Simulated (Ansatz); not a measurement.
Input for Ansatz (development build ahead of 0.2.0):

```yaml
crystal:
  periodic: [false, false, false]
  atoms:
    - { symbol: O, position_ang: [0.0, 0.0, -0.59309] }
    - { symbol: O, position_ang: [0.0, 0.0, 0.59309] }
basis:
  gaussian: { orbitals: cc-pVDZ }
total_charge: 1
magnetization:
  spin_polarized: true
  initial_magnetization: 1
hamiltonian:
  xc: hf
correlation:
  method: mp2
  frozen_orbitals: { O: 1 }
```

The input is written out in the form of the current development build from the run's settings.

Output:

```yaml
Converged: yes
Reference_energy: -149.17549 hartree
Correlation_energy: -0.30169 hartree
Total_energy: -149.47718 hartree
Spin_squared_of_the_determinant: 1.339
```

Caution: the unrestricted determinant is spin contaminated; MP2 on this radical cation hangs on the determinant chosen.
